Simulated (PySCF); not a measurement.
phosphine cation (H₃P), SMILES P (connectivity only; charge and spin as stated), charge +1, multiplicity 2. Geometry: PBE-D3(BJ)/def2-TZVPD. The spin state was assumed, not searched.

The numbers are results of PBE-D3(BJ)/def2-TZVPD (PySCF 2.14.0), not measurements.

Harmonic wavenumbers (cm⁻¹): 685, 1001, 1001, 2381, 2458, 2458. Rotational constants (GHz): 157.8, 157.8, 89.63; symmetry number 3.

Task: Work out the zero-point energy and the ideal-gas rigid-rotor harmonic-oscillator thermochemistry at 298.15 K and 1 atm.

Result: ZPE = ½ Σ hcν = ½ × 9984 cm⁻¹ = 14.27 kcal/mol. H − E(el) = 16.76 kcal/mol. Entropy in cal/(mol K): translation 36.50, rotation 13.45, vibration 0.51, spin 1.38, total 51.84. G − E(el) = 1.31 kcal/mol. Cp = 9.57 cal/(mol K).
